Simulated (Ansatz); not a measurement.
A made-up structure of CH₄NSi (charge -1), singlet:

```tsv
atom	x (Å)	y (Å)	z (Å)
N1	-1.0298	-1.7883	0.3452
C2	0.0436	-1.2380	-0.0862
Si3	0.4805	0.6045	-0.1735
H4	-1.7487	-1.1275	0.6901
H5	0.8276	0.9065	-1.6054
H6	0.6588	-1.9686	-0.5459
H7	1.7684	0.7872	0.5815
```

It is relaxed with PBE-D4/def2-SVPD and then PBE0-D4/def2-TZVPD (Ansatz 0.2.0). Atoms count as bonded within 1.22 times the sum of their covalent radii (H–H: 0.88 Å). The end point is not checked to be a true minimum.

Q: Does its bonding change? (Judge from chemistry; the calculation decides.)

A: The calculation gives: No: no bond forms or breaks.

Where it ends: The first stage lowers the energy by 0.68 eV in 21 steps. It ends as CH₄NSi ([NH][CH][SiH2]), total charge -1:
```xyz
7
angstrom
N -0.7605 -1.7743 0.5405
C -0.1430 -1.1714 -0.4137
Si 0.3409 0.6592 -0.6615
H -0.8787 -1.1162 1.3170
H 1.7898 0.3994 -1.0899
H 0.0282 -1.8160 -1.2974
H 0.6237 0.9950 0.8106
```

Labels in which every atom is bracketed show which atoms are joined, not bond orders.

For scale, one of the runs: PBE0-D4/def2-TZVPD relaxation, 153 basis functions, launched by `ansatz run in.yaml --threads 2 --pin off --events-out ev --progress --plain --max-ram 4352MiB`. Hardware: 2 CPU threads of a Oxide Virtual Turin-like, shared host. Wall time about 22 s.
